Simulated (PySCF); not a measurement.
Species: 2,2,2-trifluoroethanethiol, C2H3F3S.
Z-matrix (Å and degrees, PBE0-D3(BJ)/def2-SVP geometry), rows numbered from 1:
```
F 
C   1  1.3367
F   2  1.3382  1  107.43
F   2  1.3295  1  107.73  3   115.87
C   2  1.5116  1  111.39  3  -120.41
S   5  1.8073  2  114.40  1   -59.99
H   5  1.0992  2  108.22  1    65.14
H   5  1.0991  2  107.94  1  -178.49
H   6  1.3502  5   95.84  2    67.09
```

Computed with PySCF at CAM-B3LYP/def2-SVPD, non-relativistic, on one gas-phase PBE0-D3(BJ)/def2-SVP geometry that isn't relaxed in the solvent. The solvent is an IEF-PCM continuum (cavity from Bondi-type radii × 1.2), and excitations are vertical TDDFT with non-equilibrium linear response and a frozen core. The model holds no explicit solvent molecules, cavitation or dispersion.

Gas-phase singlets (H = HOMO, L = LUMO):

```
state  E (eV)  λ (nm)      f         leading configurations
   S1   5.747     216  0.002  H→L 67%, H→L+3 12%, H→L+1 10%
   S2   6.437     193  0.032             H→L+1 79%, H→L 16%
   S3   7.545     164  0.020           H→L+2 66%, H→L+3 16%
   S4   7.818     159  0.019           H→L+3 63%, H→L+2 26%
   S5   8.481     146  0.018            H→L+4 80%, H→L+5 9%
```

Problem. Give the list for benzene (ε = 2.271), n² = 2.25.

Solution. 
| state | E (eV) | λ (nm) | f | leading configurations | change by rank (eV) |
| --- | --- | --- | --- | --- | --- |
| S1 | 5.801 | 214 | 0.003 | H→L 62%, H→L+1 14%, H→L+4 13% | +0.054 |
| S2 | 6.456 | 192 | 0.048 | H→L+1 75%, H→L 20% | +0.019 |
| S3 | 7.608 | 163 | 0.028 | H→L+2 66%, H→L+4 17% | +0.063 |
| S4 | 7.845 | 158 | 0.031 | H→L+4 58%, H→L+2 27% | +0.027 |
| S5 | 8.369 | 148 | 0.024 | H→L+3 81% | -0.112 |

Problem. Give the list for chloroform (ε = 4.711), n² = 2.09.

Solution. 
| state | E (eV) | λ (nm) | f | leading configurations | change by rank (eV) |
| --- | --- | --- | --- | --- | --- |
| S1 | 5.852 | 212 | 0.002 | H→L 58%, H→L+1 18%, H→L+4 13% | +0.105 |
| S2 | 6.487 | 191 | 0.052 | H→L+1 72%, H→L 24% | +0.050 |
| S3 | 7.657 | 162 | 0.025 | H→L+2 69%, H→L+4 15% | +0.112 |
| S4 | 7.883 | 157 | 0.036 | H→L+4 57%, H→L+2 25% | +0.065 |
| S5 | 8.310 | 149 | 0.024 | H→L+3 80% | -0.171 |

Problem. The ground-state energy changes by -0.143 eV from gas to chloroform. By how much does the total energy of gas-phase S2 change?

Solution. E(S2) = E(S0) + excitation energy, so it changes by -0.143 + 0.050 = -0.093 eV: it is lowered less than the ground state, which is what a blue shift means. This is the vertical state, with the slow part of the continuum still set for S0.

Problem. How do the frontier levels move from gas to chloroform?

Solution. 
| orbital | gas (eV) | solvent (eV) | change (eV) | Löwdin shares, gas | Löwdin shares, solvent |
| --- | --- | --- | --- | --- | --- |
| LUMO+2 | 1.75 | 1.94 | +0.19 | S6 67 %, H8 11 %, C5 7 % | S6 71 %, H8 7 %, F4 5 %, C5 4 % |
| LUMO+1 | 0.99 | 1.16 | +0.17 | S6 70 %, H9 10 %, C5 9 % | S6 73 %, C5 9 %, H9 8 % |
| LUMO | 0.71 | 0.98 | +0.27 | S6 48 %, H9 14 %, C5 11 %, H7 7 % | S6 47 %, H9 12 %, C5 10 %, C2 8 % |
| HOMO | -8.94 | -8.79 | +0.15 | S6 76 %, C5 11 %, H9 6 % | S6 76 %, C5 11 %, H9 6 % |
| HOMO-1 | -11.54 | -11.33 | +0.21 | S6 62 %, C5 16 %, H9 10 %, F3 4 % | S6 62 %, C5 16 %, H9 10 % |
| HOMO-2 | -13.13 | -12.84 | +0.29 | C5 28 %, S6 23 %, F3 13 %, H9 10 % | C5 33 %, S6 27 %, H8 14 %, H9 11 % |
| HOMO-3 | -13.17 | -13.03 | +0.14 | C5 27 %, F1 24 %, F4 18 %, C2 9 % | C5 24 %, F4 23 %, F1 20 %, C2 12 % |

The HOMO–LUMO gap goes from 9.66 to 9.77 eV. Rows go by rank; for HOMO-3 and HOMO-2 the atom shares or the degeneracy differ between the runs, so the row needn't follow one orbital.

Time: 19 s. Hardware: one thread, x86-64 server, no GPU (shared host). This is the whole response run at CAM-B3LYP/def2-SVPD in chloroform, SCF included.
